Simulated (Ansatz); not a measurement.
# BH3O: the cost of one run

Method: RKS B3LYP-D4/def2-TZVP, in Ansatz 0.2.0.

## (1) The system as given

Bond lengths: B1–O4 1.410 Å, O4–H5 1.010 Å. Angles: B1–O4–H5 109.5°.

Structure file:

```xyz
5

B     0.0000    0.0000    0.0000
H     0.8690    0.0000    1.0849
H     1.3740    0.0000    0.2102
O    -1.2211    0.0000   -0.7050
H    -1.7308   -0.8467   -0.4965
```

## (2) A restrained relaxation towards end A

Springs on the bonds that form and break draw the guess towards this end; the thresholds are loose.

Contents of input.yaml:

```yaml
crystal:
  periodic: [false, false, false]
  atoms:
    - { symbol: B, position_ang: [0.0, 0.0, 0.0] }
    - { symbol: H, position_ang: [0.869, 0.0, 1.0849] }
    - { symbol: H, position_ang: [1.374, 0.0, 0.2102] }
    - { symbol: O, position_ang: [-1.2211, 0.0, -0.705] }
    - { symbol: H, position_ang: [-1.7308, -0.8467, -0.4965] }
basis:
  gaussian: { orbitals: def2-TZVP }
hamiltonian:
  xc: b3lyp
  dispersion: d4
relax:
  f_tol: 0.15
  max_steps: 25
  restrain:
    - { distance: [1, 2], at: 1.86, k: 30.0 }
    - { distance: [0, 1], at: 1.19, k: 30.0 }
    - { distance: [0, 2], at: 1.19, k: 30.0 }
```

Run with:

```
$ ansatz run input.yaml --threads 1 --pin off --max-ram 2048MiB --backend cpu --events-out ev --progress --plain --runs-dir out
```

Q: Estimate wall time and peak memory on 1 thread of Intel Xeon 6975P-C (Granite Rapids), shared host.

About 4.3 s, with a peak of 0.13 GiB.
